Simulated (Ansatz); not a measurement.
# Al2H2 (triplet): wave-function methods side by side at distance Al1–H3 = 5.409 Å, 6-31G

One table from this session's results is given with a row withheld; the runs are named, their logs left out.

Computed with Ansatz 0.2.0, Gaussian basis. Level: 6-31G, core rule «outside noble gas», up to 10 orbitals frozen.

Plan: UHF; CCSD(T) on ROHF; CCSD(T) on UHF; BCCD(T) on ROHF; CISD; CCSDT(Q) on ROHF; CCSDT(Q) on UHF; CISDTQ; CASSCF and MRCISD+Q, 4 electrons in 4 orbitals; CASSCF and NEVPT2, 4 electrons in 4 orbitals; CASSCF and MRCISD+Q, 8 electrons in 10 orbitals; CASSCF and NEVPT2, 8 electrons in 10 orbitals; Full CI; Full CI in the symmetry of the determinant.

15 further runs of the same task are left out: 9 that didn't finish, 6 set aside as unsound or not needed.

**The system**

The geometry derives from a PBE0/def2-TZVP stationary point (not a proven minimum). One bond is set to the value named and the two fragments are kept rigid.

4 atoms, charge 0, spin multiplicity 3.

Atoms are counted from 1 here; the program's logs count them from 0.

Bond lengths: Al1–Al2 2.300 Å, Al2–H4 1.575 Å. Angles: Al1–Al2–H4 180.0°.

The first run:

Contents of in.yaml:

```yaml
crystal:
  periodic: [false, false, false]
  atoms:
    - {symbol: Al, position_ang: [0.000000, 0.000000, 0.191392]}
    - {symbol: Al, position_ang: [0.000000, 0.000000, -2.108620]}
    - {symbol: H, position_ang: [0.000000, 0.000000, 5.600392]}
    - {symbol: H, position_ang: [0.000000, 0.000000, -3.683163]}
basis:
  gaussian: {orbitals: 6-31G}
magnetization: {spin_polarized: true, initial_magnetization: 2}
hamiltonian: {xc: hf}
output: {orbitals: {seedname: orbitals}}
```

On the command line:

```console
$ ansatz run in.yaml --threads 1 --pin off --events-out ev --progress --plain --max-ram 2393MiB
```

Steps of the session up to this table: UHF; CCSD(T) on ROHF; CCSD(T) on UHF; BCCD(T) on ROHF; CISD; CCSDT(Q) on ROHF; CCSDT(Q) on UHF; CISDTQ; CASSCF and MRCISD+Q, 4 electrons in 4 orbitals; CASSCF and NEVPT2, 4 electrons in 4 orbitals; CASSCF and MRCISD+Q, 8 electrons in 10 orbitals; CASSCF and NEVPT2, 8 electrons in 10 orbitals; Full CI; Full CI in the symmetry of the determinant.

One of the session's tables, all rows but one given; the rest of the session is left out.

```
          method  from FCI (meV)
             UHF         +1880.5
            UMP2          +629.2
           UCCSD           +72.2
        UCCSD(T)           +26.3
          UCCSDT            +5.9
       UCCSDT(Q)            +1.2
     CASSCF pair         +1927.9
     NEVPT2 pair          +672.5
     MRCISD pair          +158.9
   MRCISD+Q pair               ?
  CASSCF valence          +465.8
  NEVPT2 valence          +153.5
  MRCISD valence           +12.2
MRCISD+Q valence            +3.4
             FCI               0
```

Estimate the missing values for MRCISD+Q pair.

**Answer.** from FCI (meV): -6.6. In the column «from FCI (meV)» it is the lowest.

Left out of the table: ROHF, RMP2, CISD, RCCSD, RCCSD(T), BCCD(T), RCCSDT, CISDTQ, RCCSDT(Q) (another determinant or state than the rows shown).

Limits of these values: The determinant is far from a pure spin state, so its energy mixes those of several spin states (harmless only where they are near-degenerate, as at dissociation). MRCISD+Q pair falls below full CI: the +Q correction isn't variational, and the cores differ from full CI's. Levels on UHF freeze UHF's core orbitals, full CI those of ROHF, so the U rows can settle a little off it for that reason alone.
